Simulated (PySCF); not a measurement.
## Core-level binding energies of glycolamide

Species: glycolamide, C₂H₅NO₂.
Structure used (GFN2-xTB), in Å, numbered top down from 1:
```xyz
10
C2H5NO2 angstrom
N      1.5433    0.0969   -0.3149
C      0.2537    0.4753   -0.2291
O     -0.1536    1.5631   -0.5746
C     -0.7037   -0.5637    0.3449
O     -2.0014   -0.0513    0.3713
H      1.8518   -0.8152   -0.0316
H      2.2170    0.7442   -0.6897
H     -0.3845   -0.8286    1.3630
H     -0.6722   -1.4699   -0.2762
H     -1.9415    0.8539    0.0144
```

Computed, not measured: delta-SCF UKS SCAN, pcX-2 on the ionised atom, pcseg-1 elsewhere, spin-free X2C (PySCF). Each binding energy is the total energy of the core-ionised species, with the hole localised on one atom, minus that of the ground state; both are solved self-consistently, so orbital relaxation is included.

Q: List the computed XPS lines with their assignment.

A: 
| atom(s) | bonded to | level | binding energy (eV) | above the level's lowest (eV) | count |
| --- | --- | --- | --- | --- | --- |
| N1 | C and 2 H | N 1s | 406.64 | 0.00 | 1 |
| C2 | O (double bond), N and C | C 1s | 294.33 | +1.68 | 1 |
| O3 | C (double bond) | O 1s | 537.67 | 0.00 | 1 |
| C4 | O, C and 2 H | C 1s | 292.65 | 0.00 | 1 |
| O5 | C and H | O 1s | 538.60 | +0.93 | 1 |

Lowest listed C 1s: C4, bonded to O, C and 2 H. Highest, 1.68 eV above it: C2, bonded to O (double bond), N and C. Summing the Pauling electronegativity differences to the bonded atoms, each weighted by its formal bond order, gives +0.19 for the lowest site and +2.27 for the highest.

Lowest listed O 1s: O3, bonded to C (double bond). Highest, 0.93 eV above it: O5, bonded to C and H. Summing the Pauling electronegativity differences to the bonded atoms, each weighted by its formal bond order, gives -1.78 for the lowest site and -2.13 for the highest; the largest sum, -1.78, belongs to O3, 0.93 eV below the top. The smallest sum, -2.13, belongs to O5, 0.93 eV above the lowest.

Q: Give the binding energy of C 1s of C4 in hartree and in kJ/mol.

A: 292.65 eV = 10.7547 Eh = 28236 kJ/mol.

Geometry: GFN2-xTB, one conformer, isolated molecule.
